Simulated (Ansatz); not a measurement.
# C2H5FS2: geometry optimisation

The task: find the minimum of C2H5FS2 nearest to the start.

Method: RKS PBE-D4/def2-SVP; program: Ansatz 0.2.0.

## 1. The system as given

SMILES `CSSCF`, 10 atoms, charge 0, spin multiplicity 1.

Atoms are counted from 1 here; the program's logs count them from 0.

Bond lengths: C1–S2 1.831 Å, C1–H6 1.105 Å, C1–H7 1.107 Å, C1–H8 1.109 Å, S2–S3 2.082 Å, S3–C4 1.820 Å, C4–F5 1.380 Å, C4–H9 1.111 Å, C4–H10 1.115 Å. Angles: S2–C1–H6 110.4°, S2–C1–H7 110.6°, S2–C1–H8 105.9°, H6–C1–H7 110.5°, H6–C1–H8 110.0°, H7–C1–H8 109.4°, C1–S2–S3 101.7°, S2–S3–C4 101.4°, S3–C4–F5 113.1°, S3–C4–H9 108.9°, S3–C4–H10 105.5°, F5–C4–H9 109.1°, F5–C4–H10 109.6°, H9–C4–H10 110.6°.

Coordinates:

```
C    -1.0222    1.0942   -1.0300
S    -1.4064   -0.6199   -0.5146
S     0.4835   -1.4927   -0.5075
C     1.1168   -0.9637    1.1141
F     1.4506    0.3749    1.1545
H    -0.3626    1.5802   -0.2879
H    -0.5521    1.1039   -2.0319
H    -1.9960    1.6229   -1.0745
H     0.3451   -1.1690    1.8861
H     2.0264   -1.5821    1.2946
```

## 2. Relaxation

input.yaml reads:

```yaml
crystal:
  periodic: [false, false, false]
  atoms:
    - { symbol: C, position_ang: [-1.022204, 1.094178, -1.029961] }
    - { symbol: S, position_ang: [-1.406351, -0.619942, -0.514573] }
    - { symbol: S, position_ang: [0.483539, -1.492653, -0.507542] }
    - { symbol: C, position_ang: [1.116842, -0.9637, 1.114141] }
    - { symbol: F, position_ang: [1.450557, 0.374909, 1.154455] }
    - { symbol: H, position_ang: [-0.362579, 1.580175, -0.287872] }
    - { symbol: H, position_ang: [-0.55212, 1.103911, -2.031912] }
    - { symbol: H, position_ang: [-1.996009, 1.622897, -1.074527] }
    - { symbol: H, position_ang: [0.345073, -1.169015, 1.886087] }
    - { symbol: H, position_ang: [2.026351, -1.582061, 1.294604] }
basis:
  gaussian: { orbitals: def2-SVP }
hamiltonian:
  xc: pbe
  dispersion: d4
output:
  forces: true
relax:
  f_tol: 0.003
  max_steps: 120
```

Started as:

```sh
> ansatz run input.yaml --threads 1 --pin off --max-ram 2560MiB --backend cpu --events-out ev --progress --plain --runs-dir out
```

What does the calculation give? Wanted: energy gained; root mean square move; dipole moment.

The runs gave:

| quantity | value |
| --- | --- |
| energy gained | 0.0002 eV |
| root mean square move | 0.014 Å |
| dipole moment | 0.62 D |

In words: Bond lengths: C1–S2 1.830 Å, C1–H6 1.105 Å, C1–H7 1.107 Å, C1–H8 1.109 Å, S2–S3 2.082 Å, S3–C4 1.821 Å, C4–F5 1.380 Å, C4–H9 1.111 Å, C4–H10 1.114 Å. Angles: S2–C1–H6 110.3°, S2–C1–H7 110.9°, S2–C1–H8 105.8°, H6–C1–H7 110.5°, H6–C1–H8 109.8°, H7–C1–H8 109.4°, C1–S2–S3 101.8°, S2–S3–C4 101.4°, S3–C4–F5 113.1°, S3–C4–H9 109.0°, S3–C4–H10 105.4°, F5–C4–H9 109.1°, F5–C4–H10 109.7°, H9–C4–H10 110.5°. No frequencies were computed here.
